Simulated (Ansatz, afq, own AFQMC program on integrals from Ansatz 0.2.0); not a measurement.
**BH₂, doublet in cc-pVDZ, levels against full CI**

```xyz
3

B     0.0000   -0.1130    0.0697
H     0.0000    0.8156   -1.8948
H     0.0000    0.3961    1.1468
```

Basis cc-pVDZ. Noble-gas cores (and the filled d shells of Ga–Kr and In–Xe) are frozen. AFQMC by an in-house program on the Cholesky factors that Ansatz 0.2.0 writes for its CCSD(T) run. ph-AFQMC/CISD is guided by a CISD state made of CCSD amplitudes; releasing the constraint for a short imaginary time cuts its bias at the price of noise, slowly where states lie close. Uncertainties: one standard error, sampling alone.

Determinant: ROHF, the one that the program's search chose, which needn't be the lowest solution. The geometry is a point of a scan.

Full CI on the same integrals is exact in this basis and with this determinant's frozen core.

Cautions: a spin-contaminated unrestricted determinant lies lower (UHF 628 meV lower, ⟨S²⟩ 1.11); strong correlation (T1 0.053, weight of the determinant 0.87, largest double 0.20); the released energies are still falling, so no released level is given (meV from the phaseless value at times in 1/Eh: -5.4 ± 2.1 at 0.24, -12.1 ± 2.0 at 0.51, -14.6 ± 1.7 at 0.99, -17.6 ± 1.9 at 1.62, -22.9 ± 2.2 at 2.40).

The T1 diagnostic is 0.0525, the weight of the determinant in the CISD state is 0.866 and the size of the correlated space is 5 electrons in 23 orbitals.

```tsv
level	correlation energy (eV)
MP2	-2.0640
CCSD	-2.9656
CCSD(T)	-3.0635
```

(1) Estimate where phaseless AFQMC with a CISD trial lies against CCSD(T) on the same integrals.

(1) 0.12 ± 0.04 kcal/mol below CCSD(T).

Reference: full CI, correlation energy -3.104 eV.

```tsv
level	E − E(reference) (kcal/mol)	share of correlation (%)
CCSD(T)	0.93	98.70
CCSDT	0.07	99.90
CCSDT(Q)	0.02	99.98
CCSDTQ	0.00	100.00
ph-AFQMC/CISD	0.81 ± 0.04	98.87
```

CCSDT and higher add their correlation energy to the determinant of the CCSD(T) run, since their own runs factorise the integrals more tightly (a shift of under 2 meV). A walk keeps the symmetry of its determinant, which the program's search chose and which needn't be the lowest solution, so a lower state of the same spin and another symmetry isn't excluded.
